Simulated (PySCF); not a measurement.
Continuum solvent and chemical shifts

Mapped SMILES: `[O:1]=[C:2]1[CH2:3][CH2:4][CH2:5]1`. Hydrogens are named by the atom that carries them.

GIAO PBE0/pcSseg-1 in PySCF 2.14 on one PBE0-D3(BJ)/def2-SVP conformer, non-relativistic, equivalent nuclei averaged. Solvents enter as an IEF-PCM continuum (acetone with ε = 20.5, methanol with ε = 32.6) around the gas-phase geometry. Shifts are referred to TMS computed in the same medium.

Gas phase, δ in ppm: C2 209.4, C3/C5 48.9, C4 11.4, H(C3)/H(C5) 2.96, H(C4) 1.78. Dipole moment 2.90 D.

**Question.** How does each δ change in the continuum?

**Answer.** 
```
      atoms                             environment  Δδ, acetone  Δδ, methanol
         C2                  ketone carbonyl carbon        +13.0         +13.4
      C3/C5                 sp3 CH2 α to a carbonyl         +1.9          +1.9
         C4                       sp3 CH2 in a ring         -0.1          -0.1
H(C3)/H(C5)  hydrogen on an sp3 CH2 α to a carbonyl        +0.21         +0.22
      H(C4)        hydrogen on an sp3 CH2 in a ring        +0.16         +0.17
```

Changes are relative to the gas phase. The dipole moment becomes 3.62 D in acetone, 3.64 D in methanol.

**Question.** Which nuclei move most (in ppm), and what does the model miss?

**Answer.** C2 (ketone carbonyl carbon, +13.4 ppm) in methanol. A continuum only polarises the solute; specific hydrogen bonds, the anisotropy of aromatic solvents and changes of geometry or conformer are outside it.
